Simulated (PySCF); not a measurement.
CH5O, charge +2, doublet, at a GFN2-xTB geometry of the parent state (a state made from the parent by changing its charge; the spin is typed, not shown lowest); MP2/3-21G run with PySCF.

Here is a job for PySCF.
```python
from pyscf import gto, scf, mp

mol = gto.Mole()
mol.atom = '''
    C    -0.01927668    0.75112854    0.00090995
    O    -0.01945091   -0.71002909    0.07309383
    H    -1.05393514    1.08479565    0.06211764
    H     0.89956319   -1.05604335    0.06619891
    H     0.52546643    1.12435414    0.86667889
    H     0.43988827    1.11244731   -0.91822338
    H    -0.53971541   -1.09209225   -0.66698245
'''
mol.basis = '3-21g'
mol.charge = 2
mol.spin = 1
mol.verbose = 5
mol.build()

mf = scf.UHF(mol)
mf.kernel()

pt = mp.MP2(mf)
pt.kernel()
print('E(MP2) = %.10f' % pt.e_tot)
```

What the program printed (banner, timings and long lists left out):

```
PySCF version 2.14.0

[INPUT] verbose = 5
[INPUT] max_memory = 4000
[INPUT] num. atoms = 7
[INPUT] num. electrons = 17
[INPUT] charge = 2
[INPUT] spin (= nelec alpha-beta = 2S) = 1
[INPUT] symmetry False subgroup None
[INPUT] Mole.unit = angstrom
[INPUT] Symbol           X                Y                Z      unit          X                Y                Z       unit  Magmom
[...]
[INPUT] ---------------- BASIS SET ----------------
[INPUT] l, kappa, [nprim/nctr], expnt,             c_1 c_2 ...
[INPUT] O
[...]
                                48.4308           0.3515
                                10.4206           0.707658
[...]
                                1.5762            1.22156
[...]
                                1.5762            0.853955
[...]
[INPUT] C
[...]
                                25.9109           0.358794
                                5.53335           0.700713
[...]
                                0.770545          1.21584
[...]
                                0.770545          0.860619
[...]
[INPUT] H
[...]
                                0.824547          0.904691
[...]
nuclear repulsion = 46.4113128159519
number of shells = 20
number of NR pGTOs = 45
number of NR cGTOs = 28
basis = 3-21g
ecp = {}

******** <class 'pyscf.scf.uhf.UHF'> ********
method = UHF
initial guess = minao
damping factor = 0
level_shift factor = 0
DIIS = <class 'pyscf.scf.diis.CDIIS'>
diis_start_cycle = 1
diis_space = 8
diis_damp = 0
SCF conv_tol = 1e-09
SCF conv_tol_grad = None
SCF max_cycles = 50
direct_scf = True
direct_scf_tol = 1e-13
number electrons alpha = 9  beta = 8
Set gradient conv threshold to 3.16228e-05
E1 = -246.67342933111735  E2 = 85.1579564076967  Ecoul = 100.23471444026723  Exc = -15.076758032570524
init E= -115.104160107469
cond(S) = 128.96644428076914

  alpha mo_energy =
[-20.67658455 -11.24122656  -1.75789071  -1.14753812  -0.80548461
  -0.67312058  -0.58513515  -0.43790249  -0.39749794   0.10246665
   0.21743628   0.23223901   0.26913006   0.29583119   0.30156113
   0.89873079   0.91226942   0.93258207   1.18742143   1.20775277
   1.24205544   1.27587536   1.29780571   1.74012334   1.84513741
   1.92275904   1.9821198    3.25472734]
  beta  mo_energy =
[-20.67658455 -11.24122656  -1.75789071  -1.14753812  -0.80548461
  -0.67312058  -0.58513515  -0.43790249  -0.39749794   0.10246665
   0.21743628   0.23223901   0.26913006   0.29583119   0.30156113
   0.89873079   0.91226942   0.93258207   1.18742143   1.20775277
   1.24205544   1.27587536   1.29780571   1.74012334   1.84513741
   1.92275904   1.9821198    3.25472734]
multiplicity <S^2> = 0.75  2S+1 = 2
E1 = -233.033555817763  E2 = 72.78427244915521  Ecoul = 86.89886320542156  Exc = -14.114590756266352
cycle= 1 E= -113.837970552656  delta_E= 1.27  |g|= 0.442  |ddm|= 1.38
  alpha mo_energy =
[-21.51736309 -12.15707432  -2.26187529  -1.7169121   -1.55688729
  -1.4855608   -1.4163207   -1.27412929  -1.23881134  -0.43205817
  -0.32469988  -0.27601701  -0.26922867  -0.21707082  -0.21470546
   0.25349222   0.27579476   0.28128032   0.54570556   0.60143556
   0.62762589   0.67918274   0.7291336    1.05662584   1.19848567
   1.25201203   1.32551175   2.54589085]
  beta  mo_energy =
[-21.50599894 -12.15099988  -2.2200058   -1.66214302  -1.54339291
  -1.40450677  -1.27665894  -1.21339111  -0.83351484  -0.41523076
  -0.30805855  -0.26875964  -0.22055555  -0.1984227   -0.18875413
   0.2624598    0.28543899   0.32100895   0.57921008   0.61030325
   0.67062277   0.70065104   0.74376536   1.1101933    1.20858645
   1.25992598   1.33482454   2.56375996]
multiplicity <S^2> = 0.75352368  2S+1 = 2.0035206
E1 = -236.38848600020913  E2 = 76.02386221447203  Ecoul = 90.50218491207504  Exc = -14.478322697603005
cycle= 2 E= -113.953310969785  delta_E= -0.115  |g|= 0.175  |ddm|= 0.589
  alpha mo_energy =
[-21.22621261 -11.88092663  -2.12590813  -1.6127211   -1.446315
  -1.37022272  -1.29485408  -1.19395474  -1.16781699  -0.34150734
[...]
  -0.21497191  -0.20699687  -0.17645898  -0.15908732  -0.1332551
   0.35835485   0.36650703   0.40461687   0.65166144   0.67697643
   0.7419151    0.76772358   0.79361874   1.242144     1.31310576
   1.39083415   1.46015857   2.71346775]
multiplicity <S^2> = 0.76049843  2S+1 = 2.010471
E1 = -235.7396788599048  E2 = 75.36326779681873  Ecoul = 89.78726518706705  Exc = -14.423997390248317
cycle= 14 E= -113.965098247134  delta_E= -2.67e-08  |g|= 2.66e-05  |ddm|= 0.000963
  alpha mo_energy =
[-21.24155448 -11.87435743  -2.11573219  -1.60984566  -1.43433657
  -1.36537282  -1.2898512   -1.1979388   -1.16899835  -0.33189095
  -0.24293097  -0.21200954  -0.20068869  -0.17732824  -0.17259228
   0.33846668   0.34877576   0.3645187    0.60944352   0.67144482
   0.6929888    0.72431672   0.77760859   1.18036699   1.30102463
   1.38096651   1.44887594   2.69512744]
  beta  mo_energy =
[-21.22624672 -11.86662754  -2.07462703  -1.53576242  -1.42087813
  -1.287673    -1.15960869  -1.1439661   -0.71032331  -0.32040377
  -0.21497825  -0.20702467  -0.17645168  -0.15907509  -0.13324733
   0.35836465   0.36652427   0.40462667   0.65164032   0.67696384
   0.74192724   0.76774146   0.79362349   1.24212138   1.31311997
   1.39078312   1.46010875   2.71342273]
multiplicity <S^2> = 0.76050721  2S+1 = 2.0104798
E1 = -235.73952643136158  E2 = 75.36311536678757  Ecoul = 89.78708396727448  Exc = -14.423968600486916
cycle= 15 E= -113.965098248622  delta_E= -1.49e-09  |g|= 1.35e-05  |ddm|= 0.000301
  alpha mo_energy =
[-21.24150819 -11.87437146  -2.11569847  -1.60985243  -1.43430716
  -1.36535829  -1.28982966  -1.19793474  -1.16900994  -0.33188462
  -0.24293588  -0.21199623  -0.2006873   -0.17733834  -0.1725996
   0.33845683   0.34876925   0.36450715   0.60943448   0.67144868
   0.69299558   0.72430179   0.77760531   1.18040282   1.30101635
   1.3809946    1.44890284   2.69515533]
  beta  mo_energy =
[-21.22620783 -11.86664054  -2.07461409  -1.53575556  -1.42085662
  -1.28766533  -1.1596282   -1.14397302  -0.71032024  -0.32039914
  -0.21497499  -0.20701185  -0.17645503  -0.15908007  -0.13325029
   0.35836065   0.3665147    0.40462253   0.65165075   0.67697026
   0.74192313   0.76773445   0.79362262   1.24213049   1.3131132
   1.39080491   1.46013174   2.71344282]
multiplicity <S^2> = 0.76050398  2S+1 = 2.0104765
E1 = -235.7395963096935  E2 = 75.36318524451866  Ecoul = 89.78716704853709  Exc = -14.423981804018425
cycle= 16 E= -113.965098249223  delta_E= -6.01e-10  |g|= 5.54e-06  |ddm|= 0.000137
  alpha mo_energy =
[-21.24151234 -11.87437013  -2.11570006  -1.60985165  -1.43430858
  -1.36535875  -1.28983068  -1.19793485  -1.16900965  -0.331885
  -0.24293513  -0.211997    -0.20068715  -0.17733827  -0.17259944
   0.33845755   0.34876945   0.36450777   0.60943528   0.6714482
   0.69299524   0.72430173   0.77760489   1.18040096   1.30101692
   1.38099311   1.44890129   2.69515365]
  beta  mo_energy =
[-21.22621223 -11.86663957  -2.0746158   -1.53575623  -1.42085856
  -1.28766606  -1.15962796  -1.14397271  -0.71032085  -0.32039959
  -0.21497522  -0.2070126   -0.17645496  -0.15907998  -0.13325009
   0.35836092   0.36651498   0.40462284   0.6516506    0.67697013
   0.74192357   0.76773509   0.79362252   1.24212902   1.31311334
   1.39080271   1.46012987   2.713441  ]
multiplicity <S^2> = 0.76050401  2S+1 = 2.0104766
E1 = -235.7396040008293  E2 = 75.3631929356118  Ecoul = 89.78717532909  Exc = -14.423982393478198
Extra cycle  E= -113.965098249266  delta_E= -4.27e-11  |g|= 3.58e-06  |ddm|= 6.31e-06
converged SCF energy = -113.965098249266  <S^2> = 0.76050401  2S+1 = 2.0104766

******** <class 'pyscf.mp.ump2.UMP2'> ********
nocc = (np.int64(9), np.int64(8)), nmo = (28, 28)
transform (ia|jb) incore
E(UMP2) = -114.184064797766  E_corr = -0.218966548500483
E(SCS-UMP2) = -114.183669546582  E_corr = -0.218571297316934
E_corr(same-spin) = -0.0509868010195909
E_corr(oppo-spin) = -0.167979747480892
E(MP2) = -114.1840647978
```
